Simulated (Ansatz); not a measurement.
Basis-set extrapolation for `C#CO[C]=O` radical (PBE0-D4/def2-TZVP geometry, frozen core, the Gaussian-basis code of Ansatz). Multiplicity 2, UHF reference.

|  | def2-TZVPP | def2-QZVPP |
| --- | --- | --- |
| HF | -263.871629 | -263.882937 |
| MP2 correlation | -0.877736 | -0.942546 |
| CCSD(T) correlation | -0.928276 | -0.988182 |

Energies in hartree. Use E(X) = E(∞) + A·exp(−7.88·√X) for Hartree–Fock and E(X) = E(∞) + B·X^(−2.97) for correlation, with X = 3 and 4.

Question: What is the CCSD(T) energy at the basis-set limit?

Answer: HF limit: -263.882937 + (-0.011308) × 0.13774 = -263.88449. Correlation limit: -0.988182 + (-0.059906) × 0.74074 = -1.03256. Total: -264.91705 hartree, 307.6 kJ/mol below CCSD(T)/def2-TZVPP.
